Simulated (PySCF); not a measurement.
Species: `CCSSC`. The columns A, B, C and D hold Mulliken, IAO, Hirshfeld and ESP-fitted charges (e) of one PBE0/pcSseg-1 density (PySCF), in a shuffled order. Coordinates in Å (GFN2-xTB); the density's dipole moment is (0.32, -1.30, -1.71) D.

```csv
atom,x,y,z,A,B,C,D
C1,-2.023,0.266,-0.531,-0.128,-0.423,-0.267,-0.062
C2,-1.100,-0.791,0.036,-0.073,-0.333,-0.367,-0.072
S3,-0.115,-0.155,1.450,-0.007,+0.009,-0.052,-0.165
S4,1.058,1.249,0.580,+0.003,+0.025,-0.082,-0.077
C5,2.534,0.285,0.105,-0.128,-0.510,-0.374,-0.406
H6,-1.447,1.120,-0.886,+0.029,+0.150,+0.136,+0.029
H7,-2.591,-0.142,-1.364,+0.044,+0.145,+0.119,+0.020
H8,-2.716,0.611,0.232,+0.038,+0.148,+0.123,+0.046
H9,-0.401,-1.163,-0.714,+0.038,+0.145,+0.152,+0.086
H10,-1.655,-1.629,0.456,+0.047,+0.158,+0.156,+0.109
H11,3.244,0.997,-0.301,+0.052,+0.167,+0.150,+0.190
H12,2.266,-0.448,-0.650,+0.042,+0.154,+0.147,+0.150
H13,2.943,-0.199,0.985,+0.043,+0.163,+0.157,+0.151
```

Problem. Which column most likely holds the ESP-fitted charges?

Solution. D. Σ q r misses the density's dipole by 0.05 D (D), 0.63 D (C), 1.42 D (B), 1.85 D (A). Charges fitted to the outside potential are the only set here that is tied to the molecule's multipoles.

Problem. And the Hirshfeld charges?

Solution. A. The mean sizes are 0.052 e (A), 0.120 e (D), 0.176 e (C), 0.195 e (B), and Hirshfeld charges are commonly the smallest of these schemes.

As computed, A = Hirshfeld, B = IAO, C = Mulliken, D = ESP-fitted. Hydrogens on carbon: Hirshfeld +0.03 to +0.05, IAO +0.14 to +0.17, Mulliken +0.12 to +0.16, ESP-fitted +0.02 to +0.19 e.

The IAO scheme counts the electrons in orthogonalised intrinsic atomic orbitals, a minimal basis polarised so that it spans the occupied orbitals exactly. The ESP scheme is a least-squares fit of atom-centred charges to the potential on four shells outside the van der Waals surface, with the total charge fixed.

Isolated species at its GFN2-xTB geometry (one conformer only).

Shape of the structure used: `[CH3:1][CH2:2][S:3][S:4][CH3:5]`: C1–C2–S3–S4 -66°, C2–S3–S4–C5 -90°.
